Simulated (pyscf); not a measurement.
PySCF, gas phase, ωB97X-D3(BJ)/def2-SVP geometries.

water (H₂O) + HO–SiH₂–F → HO–SiH₂–OH + hydrogen fluoride (HF)
Surface: singlet. Broken: H–O, F–Si. Formed: O–Si, F–H. Give ΔE‡ and ΔE from ωB97M-D3(BJ)/def2-TZVP, relative to the separated reactants.

ΔE‡ = 22.7 kcal/mol, ΔE = +10.2 kcal/mol. CCSD(T)/def2-TZVPP + ΔMP2(QZVPP) gives 26.2 kcal/mol and +10.1 kcal/mol. Zero-point energy shifts the barrier by +1.5 kcal/mol. It is a four-centre exchange, with an imaginary mode of 574i cm⁻¹. On the reactant side the descent ends in a complex (not fully relaxed), 4.2 kcal/mol under the separated species and 27.2 kcal/mol under the saddle at ωB97X-D3(BJ)/def2-TZVP. On the product side the descent ends in a bound adduct, 9.5 kcal/mol under the separated species and 22.5 kcal/mol under the saddle at ωB97X-D3(BJ)/def2-TZVP. At ωB97X-D3(BJ)/def2-TZVP the barrier from the zero used here is 22.9 kcal/mol. One saddle was located; it need not be the lowest between these sides. The CCSD(T) − MP2 part came from Ansatz, without density fitting, on the same reference.
